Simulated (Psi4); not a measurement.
# UHF/def2-TZVPPD run of AlO (SMILES [O]=[Al])

What is the vertical doublet–quartet gap of AlO at UHF/def2-TZVPPD? The job is set up through a Python script.

The calculation is run with Psi4 1.11.

3 further runs of the same task are left out: 1 that didn't finish, 2 set aside as unsound or not needed.

## Step 1: Starting point

AlO: 2 atoms, total charge 0, spin state doublet. As SMILES, `[O]=[Al]`. The coordinates come from a PBE0-D4/def2-TZVP relaxation.

Bond lengths: O1–Al2 1.620 Å.

## Step 2: Energy and gradient at UHF/def2-TZVPPD

alo.py reads:

```python
import psi4

psi4.set_memory(1600000000)
psi4.set_num_threads(1)
psi4.set_output_file('psi4.out', False)

m = psi4.geometry("""
0 2
O      0.00000000     0.00000000    -0.04709198
Al     0.00000000     0.00000000     3.01405648
units au
symmetry c1
no_reorient
no_com
""")

options = {'reference': 'uhf', 'puream': True, 'e_convergence': 1e-09, 'd_convergence': 1e-06, 'scf_type': 'pk', 'maxiter': 150, 'level_shift': 0.3, 'level_shift_cutoff': 1e-09}
psi4.set_options(options)

energy_value, wavefunction = psi4.gradient('scf/def2-TZVPPD', return_wfn=True)
psi4.oeprop(wavefunction, 'LOWDIN_CHARGES', 'MAYER_INDICES', 'DIPOLE')
print('gradient / Eh bohr^-1')
print(energy_value.np.round(6))
print(f'energy = {wavefunction.energy():.10f} Eh')
```

The run is started by

```
$ python alo.py
```

psi4.out:

```text
[...]
  Running in c1 symmetry.
[...]
  Nuclear repulsion =   33.974177129586195
[...]
  Multiplicity = 2
[...]
  Nalpha       = 11
  Nbeta        = 10
[...]
    Number of basis functions: 88
[...]
   @UHF iter   1:  -316.49462135553824   -7.44934e-01   8.68894e-03 DIIS/ADIIS/SHIFT
[...]
   @UHF iter 143:  -316.77841203245043    7.90578e-10   8.18723e-07 DIIS/SHIFT
[...]
   @S^2 Observed:                8.100287798E-01
[...]
    Orbital Energies [Eh]
    ---------------------
    Alpha Occupied:
       1A    -58.493417     2A    -20.577717     3A     -4.907885
       4A     -3.225009     5A     -3.215901     6A     -3.215901
       7A     -1.310638     8A     -0.663300     9A     -0.522256
      10A     -0.522253    11A     -0.354768
    Alpha Virtual:
      12A      0.343827    13A      0.343827    14A      0.362122
      15A      0.382976    16A      0.415971    17A      0.418689
      18A      0.418689    19A      0.438109    20A      0.438109
      21A      0.475729    22A      0.475729    23A      0.505615
      24A      0.617738    25A      0.639669    26A      0.639669
[...]
  @UHF Final Energy:  -316.77841203245043
   => Energetics <=
    Nuclear Repulsion Energy =             33.9741771295861952
    One-Electron Energy =                -508.4415742833022023
    Two-Electron Energy =                 157.6889851212655174
    Total Energy =                       -316.7784120324504329
  UHF NO Occupations:
  HONO-2 :    9  A 1.9972698
  HONO-1 :   10  A 1.9764342
[...]
  -Total Gradient:
     Atom            X                  Y                   Z
    ------   -----------------  -----------------  -----------------
       1       -0.000002673891    -0.000006535864     0.034216405971
       2        0.000002673891     0.000006535864    -0.034216405972
[...]
 Multipole Moments:
 ------------------------------------------------------------------------------------
     Multipole            Electronic (a.u.)      Nuclear  (a.u.)        Total (a.u.)
 ------------------------------------------------------------------------------------
 L = 1.  Multiply by 2.5417464519 to convert [e a0] to [Debye]
 Dipole X            :         -0.0000350            0.0000000           -0.0000350
 Dipole Y            :         -0.0000855            0.0000000           -0.0000855
 Dipole Z            :        -37.8966782           38.8059984            0.9093202
 Magnitude           :                                                    0.9093202
[...]
```

The script printed:

```text
gradient / Eh bohr^-1
[[-3.0000e-06 -7.0000e-06  3.4216e-02]
 [ 3.0000e-06  7.0000e-06 -3.4216e-02]]
energy = -316.7784120325 Eh
```

It took 15 s on 1 thread of Intel Xeon Platinum 8259CL at 2.50GHz (Skylake/Cascade Lake), shared host; peak memory 0.32 GiB.

## Step 3: The quartet: a single-point energy at UHF/def2-TZVPPD

run.py reads:

```python
import psi4

psi4.set_memory(1600000000)
psi4.set_num_threads(1)
psi4.core.set_output_file('run.log', False)

mol = psi4.geometry("""
0 4
O      0.000000     0.000000    -0.024920
Al     0.000000     0.000000     1.594970
symmetry c1
""")

psi4.set_options({
    'basis': 'def2-TZVPPD',
    'reference': 'uhf',
    'puream': True,
    'e_convergence': 1e-09,
    'd_convergence': 1e-08,
    'scf_type': 'pk',
    'maxiter': 100,
})

e, wfn = psi4.energy("hf", molecule=mol, return_wfn=True)
psi4.oeprop(wfn, "WIBERG_LOWDIN_INDICES", "MULLIKEN_CHARGES", "LOWDIN_CHARGES", title="HF")
print(f'hf energy: {e:.10f} Eh')
for k, v in sorted(psi4.core.scalar_variables().items()):
    print(f'{k:45s} {v:18.10f}')
```

The run is started by

```
$ python run.py
```

run.log:

```text
[...]
  Running in c1 symmetry.
[...]
  Nuclear repulsion =   33.974177203192809
[...]
  Multiplicity = 4
[...]
  Nalpha       = 12
  Nbeta        = 9
[...]
    Number of basis functions: 88
[...]
   @UHF iter   1:  -316.66445118819638   -9.14764e-01   3.33676e-03 ADIIS/DIIS
[...]
   @UHF iter  15:  -316.70661950668909    3.92049e-10   7.17483e-09 DIIS
[...]
   @S^2 Observed:                3.758587475E+00
[...]
    Orbital Energies [Eh]
    ---------------------
    Alpha Occupied:
       1A    -58.522846     2A    -20.613240     3A     -4.941524
       4A     -3.256292     5A     -3.254285     6A     -3.251303
       7A     -1.367610     8A     -0.657381     9A     -0.639821
      10A     -0.581305    11A     -0.431188    12A     -0.229550
    Alpha Virtual:
      13A      0.009374    14A      0.053085    15A      0.072371
      16A      0.107727    17A      0.108420    18A      0.111051
      19A      0.124532    20A      0.129502    21A      0.158123
      22A      0.158503    23A      0.187358    24A      0.302777
      25A      0.306359    26A      0.312271    27A      0.313384
[...]
  @UHF Final Energy:  -316.70661950668909
   => Energetics <=
    Nuclear Repulsion Energy =             33.9741772031928093
    One-Electron Energy =                -507.6318729129007465
    Two-Electron Energy =                 156.9510762030188573
    Total Energy =                       -316.7066195066890941
  UHF NO Occupations:
  HONO-2 :   10  A 1.0000000
  HONO-1 :   11  A 1.0000000
[...]
 Multipole Moments:
 ------------------------------------------------------------------------------------
     Multipole            Electronic (a.u.)      Nuclear  (a.u.)        Total (a.u.)
 ------------------------------------------------------------------------------------
 L = 1.  Multiply by 2.5417464519 to convert [e a0] to [Debye]
 Dipole X            :          0.0000000            0.0000000            0.0000000
 Dipole Y            :          0.0000000            0.0000000            0.0000000
 Dipole Z            :          1.0321843           -0.5640171            0.4681672
 Magnitude           :                                                    0.4681672
[...]
  Mulliken Charges: (a.u.)
   Center  Symbol    Alpha    Beta     Spin     Total
       1     O     4.63952  3.59550  1.04402 -0.23502
       2    AL     7.36048  5.40450  1.95598  0.23502
   Total alpha = 12.00000, Total beta =  9.00000, Total charge = -0.00000
  Lowdin Charges: (a.u.)
   Center  Symbol    Alpha    Beta     Spin     Total
       1     O     4.83940  3.54715  1.29225 -0.38655
       2    AL     7.16060  5.45285  1.70775  0.38655
  Total alpha = 12.00000, Total beta =  9.00000, Total charge = -0.00000
[...]
```

On the terminal:

```text
hf energy: -316.7066195067 Eh
CURRENT ENERGY                                   -316.7066195067
CURRENT REFERENCE ENERGY                         -316.7066195067
DD SOLVATION ENERGY                                 0.0000000000
HF KINETIC ENERGY                                 316.9606158377
HF POTENTIAL ENERGY                              -633.6672353444
HF TOTAL ENERGY                                  -316.7066195067
HF VIRIAL RATIO                                     1.9991986502
NUCLEAR REPULSION ENERGY                           33.9741772032
ONE-ELECTRON ENERGY                              -507.6318729129
PCM POLARIZATION ENERGY                             0.0000000000
PE ENERGY                                           0.0000000000
SCF ITERATION ENERGY                             -316.7066195067
SCF ITERATIONS                                     15.0000000000
SCF TOTAL ENERGY                                 -316.7066195067
TWO-ELECTRON ENERGY                               156.9510762030
```

Wall time 3.9 s (1 thread of Intel Xeon Platinum 8259CL at 2.50GHz (Skylake/Cascade Lake), shared host); peak memory 0.32 GiB.

## Step 4: Summary of results

At UHF/def2-TZVPPD:

```
                                        quantity          value
                           doublet: total energy  -316.77841 Eh
                          doublet: dipole moment         2.31 D
     doublet: HOMO energy (highest over α and β)       -9.65 eV
                                   doublet: ⟨S²⟩          0.810
               doublet: largest force on an atom     1.759 eV/Å
                           quartet: total energy  -316.70662 Eh
                          quartet: dipole moment         1.19 D
     quartet: HOMO energy (highest over α and β)       -6.25 eV
      quartet: LUMO energy (lowest over α and β)       -0.56 eV
                                   quartet: ⟨S²⟩          3.759
vertical energy of the quartet above the doublet       1.954 eV
```

What this shows: At this shape the quartet lies 1.95 eV (188 kJ/mol) above the doublet. The largest force (doublet) is 1.76 eV/Å: the shape isn't a stationary point for this species at this level.
